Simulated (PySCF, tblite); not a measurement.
# C₄H₈Cl radical: geometry, infrared bands and EPR parameters

Aim: predict the infrared bands and EPR parameters of C₄H₈Cl radical (`[CH2]C(C)(C)Cl`).

Programs: tblite 0.8.0 and PySCF 2.14.0, with density-fitted response routines of our own. Each step states its level of theory. These are calculated values for one molecule in the gas phase, unless marked as measured. Atoms are numbered from 0 throughout.

## (1) Starting geometry

13 atoms, charge 0, multiplicity 2; geometry from: force field or distance geometry start.

Bonds of the start (Å): C0–C1 1.48, C1–C2 1.53, C1–C3 1.52, C1–Cl4 1.81, C0–H5 1.08, C0–H6 1.09, C2–H7 1.10, C2–H8 1.09, C2–H9 1.10, C3–H10 1.11, C3–H11 1.10, C3–H12 1.08.

## (2) Relaxing the molecule with GFN2-xTB

The job: settings as JSON, then the geometry in Å.

```
{"job": {"kind": "relax", "xc": "GFN2-xTB", "basis": "xTB"}, "charge": 0, "multiplicity": 2}
C     -0.508300     1.457400     0.060800
C      0.066800     0.113600     0.318700
C      1.269800    -0.162600    -0.592700
C     -0.985100    -0.978500     0.159700
Cl     0.648100     0.108800     2.033900
H      0.118000     2.290700    -0.216200
H     -1.537800     1.682400     0.348400
H      2.049500     0.605300    -0.477800
H      1.718900    -1.138900    -0.388800
H      0.947100    -0.156500    -1.643600
H     -0.571300    -1.978200     0.385400
H     -1.841200    -0.832200     0.840900
H     -1.379000    -1.010500    -0.846400
```

Launch:

```bash
$ OMP_NUM_THREADS=1 python probes_run.py task.json out
```

The driver reads the jobs from task.json and runs them one after another.

**Question.** This job is followed by: GFN2-xTB harmonic vibrations, gas phase; UKS B3LYP, pcH-1 on C Cl H, non-relativistic, mean-field spin-orbit, GIAO. Predict these results of the whole session: strongest single infrared mode (GFN2-xTB); zero-point energy (GFN2-xTB); g(iso) (B3LYP); ⟨S²⟩; largest a(iso) (averaged by class); potential on the surface of density 0.002 e/bohr³, 1st and 99th percentile.

**Answer**, as computed:

```
                                                                  quantity                 value
                                 strongest single infrared mode (GFN2-xTB)  1079 cm⁻¹, 59 km/mol
                                              zero-point energy (GFN2-xTB)         66.4 kcal/mol
                                                            g(iso) (B3LYP)               2.00391
                                                                      ⟨S²⟩    0.756 (exact 0.75)
                                        largest a(iso) (averaged by class)   13C on C0, 79.4 MHz
potential on the surface of density 0.002 e/bohr³, 1st and 99th percentile    -0.97 V and 0.97 V
```

What this shows: Relaxing lowered the energy by 0.115 eV in 38 steps; the close pair that moved most is C1–Cl4, from 1.811 to 1.952 Å. All 33 modes are real, so the xTB geometry is a minimum. The strongest single mode, at 1079 cm⁻¹, is spread over several atoms, H9, H12, C1, C3 among them. GFN2-xTB is a fitted tight-binding method: band positions and strengths are rough. Its intensities can rank the bands wrongly. C0 carries the largest spin population, 0.95 e. The isotropic g lies 1.6 ppt above the free-electron value. The conformer search found further structures of the same energy, which may be mirror or relabelled copies of this one.
